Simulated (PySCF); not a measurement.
# Complex of hydrogen fluoride and acetylene

Made of hydrogen fluoride and acetylene. The whole: neutral, singlet.

Parts: 1 = hydrogen fluoride (F), atoms 1–2; 2 = acetylene (C#C), atoms 3–6.

```
atom  part    x (Å)    y (Å)    z (Å)
  F1     1   0.3021   0.0062   0.1910
  H2     1  -0.4801   0.0991  -0.3085
  C3     2  -2.0184   0.1243  -1.8707
  C4     2  -2.5091   0.5824  -0.8772
  H5     2  -1.5954  -0.2786  -2.7625
  H6     2  -2.9408   0.9898   0.0083
```

In these coordinates H2···C4 is 2.162 Å. Part 2 is then moved rigidly along that line, all else held; at short range other atoms may come into contact.

The starting structure comes from a short search with a few starts; no frequency run checks that it is a minimum, and another way of binding may lie lower.

Computed with PySCF 2.14.0: CCSD(T)/aug-cc-pVDZ and MP2/aug-cc-pVTZ, aug-cc-pVQZ counterpoise interaction energy, frozen core, gas phase. The geometry comes from PBE0-D3(BJ)/def2-TZVPD.

Counterpoise energies in kJ/mol, cluster less the parts frozen as they stand in it; small is aug-cc-pVDZ, large aug-cc-pVQZ. Estimated limit: HF in aug-cc-pVQZ, MP2 correlation extrapolated as X⁻³ from aug-cc-pVTZ and aug-cc-pVQZ, and CCSD(T) less MP2 in aug-cc-pVDZ; it isn't the exact limit.

How do the values run over the points 1.946, 2.054, 2.162, 2.270, 2.378, 2.702, 3.243, 4.324?


| H2···C4 (Å) | HF large | MP2 large | SCS-MP2 large | CCSD(T) small | CCSD(T) limit est. |
| --- | --- | --- | --- | --- | --- |
| 1.946 | -3.4 | -14.8 | -11.3 | -8.6 | -14.3 |
| 2.054 | -8.7 | -17.7 | -14.8 | -12.4 | -17.4 |
| 2.162 | -11.6 | -18.8 | -16.4 | -14.3 | -18.6 |
| 2.270 | -13.1 | -18.8 | -16.7 | -15.0 | -18.7 |
| 2.378 | -13.6 | -18.0 | -16.3 | -14.9 | -18.0 |
| 2.702 | -12.1 | -14.1 | -13.1 | -12.5 | -14.1 |
| 3.243 | -7.6 | -8.0 | -7.6 | -7.6 | -8.1 |
| 4.324 | -2.7 | -2.6 | -2.5 | -2.6 | -2.6 |

The 8 runs took 17 min in all, one thread each of Arm Neoverse N1 on a shared host, launched as `OMP_NUM_THREADS=1 python cluster_run.py task.json out`.
